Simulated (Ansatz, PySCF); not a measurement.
System: lithium hydride, LiH (charge 0, singlet). 
Geometry from a B3LYP-D3(BJ)/def2-TZVP (Ansatz, a program for electronic structure) optimisation:
SMILES: [LiH]
```xyz
2

Li     0.0000     0.0000    -0.3977
H      0.0000     0.0000     1.1930
```
Charge 0, spin multiplicity 1.

Total electronic energies in hartree. Correlated levels leave the core frozen unless marked. Spin-orbit coupling is left out. Non-relativistic. CBS(X,Y): correlation extrapolated as X^-3; Hartree-Fock from the larger set.

| level | program | energy (Eh) |
|---|---|---|
| HF/def2-SVPD | Ansatz | -7.97946 |
| revPBE-D3(BJ)/def2-TZVPD | Ansatz + dftd3 | -8.07519 |
| TPSS/def2-TZVPD | PySCF | -8.08185 |
| B3LYP-D3(BJ)/def2-TZVPD | Ansatz + dftd3 | [?] |
| PBE0-D4/def2-TZVPD | Ansatz + dftd4 | -8.05154 |
| TPSSh-D4/def2-TZVPD | PySCF + dftd4 | -8.08123 |
| r2SCAN0/def2-TZVPD | Ansatz | [?] |
| HSE06-D3(BJ)/def2-TZVPD | Ansatz + dftd3 | -8.04990 |
| RPA@PBE/def2-QZVPP | Ansatz | [?] |
| MP2/6-31G* | Ansatz | -7.99566 |
| MP2/def2-SVP | Ansatz | -7.99819 |
| RI-MP2/def2-QZVPPD | Ansatz | -8.01576 |
| SCS-MP2/6-31G | Ansatz | -7.99402 |
| CCSD(T)/def2-SVPD | Ansatz | -8.01148 |
| CCSD(T)/CBS(def2-TZVPPD,def2-QZVPPD) | Ansatz | -8.0246 |

### Question
What belongs in the gaps?

### Answer

- B3LYP-D3(BJ)/def2-TZVPD, energy (Eh): -8.08777
- r2SCAN0/def2-TZVPD, energy (Eh): -8.06590
- RPA@PBE/def2-QZVPP, energy (Eh): -8.05607
